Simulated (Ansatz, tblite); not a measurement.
**InCl3: rung by rung**

One table from this session's results is given with a row withheld; the runs are named, their logs left out.

The runs use Ansatz 0.2.0, Gaussian basis; as each input shows.

The runs, in order: GFN1-xTB, GFN2-xTB, PBE-D4/def2-TZVP, r2SCAN-D4/def2-TZVP, BLYP-D4/def2-TZVP, HF/def2-TZVP, B97M-V/def2-TZVP, r2SCANh-D4/def2-TZVP, r2SCAN0-D4/def2-TZVP, HSE06-D4/def2-TZVP, ωB97X-V/def2-TZVP, PBE-D4/def2-SVP, PBE0-D4/def2-SVP, PBE0-D4/def2-TZVPD, PBE-D4/def2-TZVPD, r2SCAN-D4/def2-TZVPD, CCSD(T)/def2-TZVPP, MP2/def2-TZVP, RPA/def2-TZVP.

1 further run of the same task is left out (set aside as unsound or not needed). Runs told in other sessions of the task aren't counted.

## The structure

The singlet was relaxed beforehand with PBE0-D4/def2-SVP.

4 atoms, charge 0, spin multiplicity 1.

Bond lengths: In1–Cl2 2.320 Å, In1–Cl3 2.320 Å, In1–Cl4 2.320 Å. Angles: Cl2–In1–Cl3 120.0°, Cl2–In1–Cl4 120.0°, Cl3–In1–Cl4 120.0°.

In takes a core potential in the def2 sets. No spin-orbit coupling is included.

PBE0-D4/def2-TZVP was run before; its log isn't repeated, and its numbers join the tables.

Set-up of the first run:

Tight binding, by tblite at 300 K electronic temperature and without a spin-polarisation term:

```python
tblite.interface.Calculator('GFN1-xTB', numbers, positions, charge=0, uhf=0).singlepoint()
```

Tight binding, by tblite at 300 K electronic temperature and without a spin-polarisation term:

```python
tblite.interface.Calculator('GFN2-xTB', numbers, positions, charge=0, uhf=0).singlepoint()
```

start.molden holds the orbitals of an earlier run on this state, given as this run's starting guess.

The input, in.yaml:

```yaml
crystal:
  periodic: [false, false, false]
  atoms:
    - {symbol: In, position_ang: [0.000025, -0.000003, -0.000013]}
    - {symbol: Cl, position_ang: [2.319542, -0.027364, 0.012835]}
    - {symbol: Cl, position_ang: [-1.136020, 2.022419, -0.017220]}
    - {symbol: Cl, position_ang: [-1.183547, -1.995052, 0.004399]}
basis:
  gaussian: {orbitals: def2-TZVP, initial_orbitals: start.molden}
hamiltonian: {xc: pbe, dispersion: d4}
scf: {omitted_lower_state_checks: [starts]}
output: {orbitals: {seedname: orbitals}}
```

Launch:

```console
> ansatz run in.yaml --threads 4 --pin off --events-out ev --progress --plain --max-ram 3916MiB
```

Among the steps run: PBE-D4/def2-TZVP; r2SCAN-D4/def2-TZVP; BLYP-D4/def2-TZVP; HF/def2-TZVP; B97M-V/def2-TZVP; r2SCANh-D4/def2-TZVP; r2SCAN0-D4/def2-TZVP; HSE06-D4/def2-TZVP; ωB97X-V/def2-TZVP; PBE-D4/def2-SVP; PBE0-D4/def2-SVP; PBE0-D4/def2-TZVPD; PBE-D4/def2-TZVPD; r2SCAN-D4/def2-TZVPD; CCSD(T)/def2-TZVPP; MP2/def2-TZVP; RPA/def2-TZVP.

One of the session's tables, all rows but one given; the rest of the session is left out.

```
               level  HOMO (eV)  LUMO (eV)  gap (eV)
        HF/def2-TZVP     -12.77       0.36     13.13
     PBE-D4/def2-SVP      -7.77      -3.81      3.96
    PBE-D4/def2-TZVP      -8.01      -3.97      4.03
   PBE-D4/def2-TZVPD      -8.05      -4.04      4.01
   BLYP-D4/def2-TZVP      -7.83      -3.91      3.91
 r2SCAN-D4/def2-TZVP      -8.39      -3.81      4.58
r2SCAN-D4/def2-TZVPD      -8.41      -3.85      4.56
    B97M-V/def2-TZVP      -8.44      -3.81      4.63
r2SCANh-D4/def2-TZVP      -8.91      -3.49      5.42
    PBE0-D4/def2-SVP      -9.26      -3.00      6.26
   PBE0-D4/def2-TZVP          ?          ?         ?
  PBE0-D4/def2-TZVPD      -9.48      -3.18      6.29
r2SCAN0-D4/def2-TZVP      -9.70      -3.02      6.68
  HSE06-D4/def2-TZVP      -9.04      -3.49      5.56
   ωB97X-V/def2-TZVP     -11.90      -1.04     10.87
```

Q: Estimate the row for PBE0-D4/def2-TZVP from the others.

**Answer.** HOMO (eV): -9.45; LUMO (eV): -3.12; gap (eV): 6.33. In the column «HOMO (eV)» it lies between PBE0-D4/def2-TZVPD (-9.48) and PBE0-D4/def2-SVP (-9.26).
